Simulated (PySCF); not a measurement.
**N: ionisation energy**

N [He] 2s2 2p3 (4S) → N+ [He] 2s2 2p2 (3P), as a difference of total energies. Computed with PySCF 2.14 in cc-pVDZ-DK, with scalar relativity by spin-free X2C-1e. Correlated levels: valence: 1s2 frozen. The calculations carry no spin-orbit coupling.

Task: Order these methods by the ionisation energy they give, lowest first.
A. MP2 (valence)
B. UHF
C. r2SCAN
D. SCS-MP2 (valence)

Result: B (13.888 eV), D (14.137 eV), A (14.347 eV), C (14.766 eV).

Errors of the correlated levels include the incompleteness of this basis and the frozen core.

For comparison: 14.545 eV (measured; NIST levels, between the centres of gravity of the two terms).
